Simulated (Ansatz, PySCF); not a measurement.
Reaction (SMILES): [SiH2] (SiH2) → [SiH2] (SiH2) as doublet, charge -1 (an electron is taken up)
Geometries: B3LYP-D3(BJ)/def2-TZVP minima from Ansatz (an electronic-structure program). Unstable Hartree-Fock reference: [SiH2] (SiH2). A spin state is the lowest found, not a proven ground state.
Geometry of the first species:
```xyz
3

Si     0.0052     0.0009     0.1327
H     -0.0342     1.0849    -0.9366
H     -0.0389    -1.0973    -0.9218
```
Charge 0, spin multiplicity 1.

Quantity: adiabatic electron affinity (0 K, with B3LYP-D3(BJ) harmonic zero-point energies from PySCF), positive where the reaction releases energy, in eV. Correlated levels leave the core frozen unless marked. Open shells are spin-unrestricted. Spin-orbit coupling is left out. No relativistic terms. Anions need diffuse functions: aug- sets have them; def2-D sets add few; the other sets have none. CBS(X,Y): correlation extrapolated as X^-3; Hartree-Fock from the larger set. The bracket is a focal-point correction in the basis named.

```json
[
 {"level": "HF/6-31G*", "program": "Ansatz", "adiabatic electron affinity (eV)": "0.34", "minus last row": "-0.75"},
 {"level": "HF/def2-QZVPP", "program": "Ansatz", "adiabatic electron affinity (eV)": "0.56", "minus last row": "-0.53"},
 {"level": "HF-D3(BJ)/def2-TZVPD", "program": "PySCF + dftd3", "adiabatic electron affinity (eV)": "0.52", "minus last row": "-0.57"},
 {"level": "PBE-D3(BJ)/def2-TZVPD", "program": "Ansatz + dftd3", "adiabatic electron affinity (eV)": "1.14", "minus last row": "0.05"},
 {"level": "PBE0/def2-QZVPP", "program": "Ansatz", "adiabatic electron affinity (eV)": "1.19", "minus last row": "0.10"},
 {"level": "MP2/STO-3G", "program": "Ansatz", "adiabatic electron affinity (eV)": "-5.75", "minus last row": "-6.84"},
 {"level": "MP2/aug-cc-pV(T+d)Z", "program": "Ansatz", "adiabatic electron affinity (eV)": "1.04", "minus last row": "-0.05"},
 {"level": "RI-MP2/def2-TZVPP", "program": "Ansatz", "adiabatic electron affinity (eV)": "0.84", "minus last row": "-0.25"},
 {"level": "RI-MP2/CBS(aug-cc-pV(T+d)Z,aug-cc-pV(Q+d)Z)", "program": "Ansatz", "adiabatic electron affinity (eV)": "1.07", "minus last row": "-0.02"},
 {"level": "SCS-MP2/cc-pVTZ", "program": "Ansatz", "adiabatic electron affinity (eV)": "0.67", "minus last row": "-0.42"},
 {"level": "SCS-MP2/def2-TZVPPD", "program": "Ansatz", "adiabatic electron affinity (eV)": "0.79", "minus last row": "-0.30"},
 {"level": "CCSDT(Q)/cc-pV(D+d)Z", "program": "Ansatz", "adiabatic electron affinity (eV)": "0.48", "minus last row": "-0.61"},
 {"level": "RI-MP2/CBS(aug-cc-pV(T+d)Z,aug-cc-pV(Q+d)Z)+[CCSD(T)-MP2]/aug-cc-pV(D+d)Z", "program": "Ansatz", "adiabatic electron affinity (eV)": "1.07", "minus last row": "-0.02"},
 {"level": "RI-MP2/CBS(def2-TZVPPD,def2-QZVPPD)+[CCSD(T)-MP2]/def2-QZVPPD", "program": "Ansatz", "adiabatic electron affinity (eV)": "1.05", "minus last row": "-0.04"},
 {"level": "CCSD(T)/CBS(aug-cc-pV(T+d)Z,aug-cc-pV(Q+d)Z)", "program": "Ansatz", "adiabatic electron affinity (eV)": "1.09", "minus last row": "0.00"}
]
```
